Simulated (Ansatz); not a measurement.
**HO2, doublet: up the ladder of correlation methods**

Program: Ansatz, Gaussian basis, development build; BCCD by scripts on PySCF. Settings: STO-3G; 2 core orbitals frozen; no relativity. Perturbation and coupled-cluster methods stand on the Hartree–Fock determinant that coupled cluster favours; RHF here means ROHF, with semicanonical perturbation theory. The state met can differ between shapes. The basis is small, far from the limit. The unrestricted determinant is a mixture of spins, so it may stand for another state.

Shape A. A bond is stretched, to 2.94 times the sum of the covalent radii.

```csv
atom,x (Å),y (Å),z (Å)
O,0.0000,0.0000,0.0000
H,0.0000,0.9400,-0.2400
O,0.0000,0.0000,3.8836
```

Shape B:

```xyz
3

O     0.0000    0.0000    0.0000
H     0.0000    0.9400   -0.2400
O     0.0000    0.0000    1.5960
```

Shape C:

```
atom   x (Å)   y (Å)    z (Å)
   O  0.0000  0.0000   0.0000
   H  0.0000  0.9118  -0.2328
   O  0.0000  0.0000   1.3300
```

Correlation energy of CCSD(T), then each method's total less that of CCSD(T), in eV:

```csv
case,E corr CCSD(T),CCSD,BCCD,BCCD(T),determinant
A UHF,-0.666,0.000,0.000,0.000,⟨S²⟩ = 1.753
B RHF,-3.090,+0.033,+0.092,+0.020,–
B UHF,-2.426,+0.018,+0.118,+0.051,⟨S²⟩ = 1.216
C RHF,-2.245,+0.032,+0.056,+0.007,–
C UHF,-2.217,+0.031,+0.056,+0.007,⟨S²⟩ = 0.754
```

Problem. Give full CI less CCSD(T). Is CCSD(T) good to 1 kcal/mol?

Solution. A UHF: 0.000 eV (within, spin-contaminated determinant); B RHF: -0.053 eV (outside); B UHF: -0.022 eV (within, spin-contaminated determinant); C RHF: -0.024 eV (within); C UHF: -0.024 eV (within).

Problem. Which method comes nearest to full CI in total energy for B UHF?

Solution. CCSD(T), 0.022 eV away; next CCSD (0.040 eV), last BCCD (0.140 eV).
